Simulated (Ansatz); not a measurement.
# AlFH4: the cost of one run

Program: Ansatz 0.2.0. Level of theory: RKS B3LYP-D4/def2-SVPD. These are calculated values, not measurements.

### 1 The structure to begin with

Bond lengths: Al1–F2 2.040 Å, Al1–H3 1.560 Å, Al1–H4 1.560 Å. Angles: F2–Al1–H3 120.0°, F2–Al1–H4 120.0°, H3–Al1–H4 120.0°.

As a file:

```xyz
6

Al    0.0000    0.0000    0.0000
F     0.0000    0.0000    2.0400
H     1.3510    0.0000   -0.7800
H    -1.3510    0.0000   -0.7800
H     0.0777   -1.7634    0.5865
H     0.0582   -1.3201    1.5347
```

### 2 A restrained relaxation towards end A

Springs on the bonds that form and break draw the guess towards this end; the thresholds are loose.

The input, input.yaml:

```yaml
crystal:
  periodic: [false, false, false]
  atoms:
    - { symbol: Al, position_ang: [0.0, 0.0, 0.0] }
    - { symbol: F, position_ang: [0.0, 0.0, 2.04] }
    - { symbol: H, position_ang: [1.351, 0.0, -0.78] }
    - { symbol: H, position_ang: [-1.351, 0.0, -0.78] }
    - { symbol: H, position_ang: [0.0777, -1.7634, 0.5865] }
    - { symbol: H, position_ang: [0.0582, -1.3201, 1.5347] }
basis:
  gaussian: { orbitals: def2-SVPD }
hamiltonian:
  xc: b3lyp
  dispersion: d4
relax:
  f_tol: 0.15
  max_steps: 25
  restrain:
    - { distance: [0, 4], at: 2.76, k: 30.0 }
    - { distance: [5, 1], at: 2.12, k: 30.0 }
    - { distance: [0, 1], at: 1.69, k: 30.0 }
    - { distance: [5, 4], at: 0.66, k: 30.0 }
output:
  orbitals: {}
```

Started as:

```sh
ansatz run input.yaml --threads 1 --pin off --max-ram 2048MiB --backend cpu --events-out ev --progress --plain --runs-dir out
```

What time and memory should one allow on 1 thread of Arm Neoverse V1, shared host?

About 16 s, with a peak of 0.11 GiB.
